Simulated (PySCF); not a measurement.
Stationary points of B₂H₆

Method: PySCF, PBE, basis B def2-TZVP, H def2-TZVP (no relativity, density fitting).

Relaxations began from a few typed shapes. The search is not exhaustive: other isomers or separated fragments can lie lower, and high-lying points may rest on an excited occupation.

```json
{"spin": "singlet", "group": "D2h", "bonds": "B–H 1.197 Å (×4), B–H 1.320 Å (×4)", "angles": "B–H–B 83.3° (×2), H–B–H 96.7° (×2), H–B–H 108.9° (×8), H–B–H 121.7° (×2)", "imaginary modes (cm⁻¹)": "none", "ΔE (kJ/mol)": "0.0", "ΔE with ZPE (kJ/mol)": "0.0"}
{"spin": "singlet", "group": "Ci", "bonds": "B–H 1.200 Å (×6)", "angles": "H–B–H 120.0° (×6)", "imaginary modes (cm⁻¹)": "15i", "ΔE (kJ/mol)": "214.8", "ΔE with ZPE (kJ/mol)": "–"}
```

The lowest minimum found is the singlet D2h: B–H 1.197 Å (×4), B–H 1.320 Å (×4); B–H–B 83.3° (×2), H–B–H 96.7° (×2), H–B–H 108.9° (×8), H–B–H 121.7° (×2).
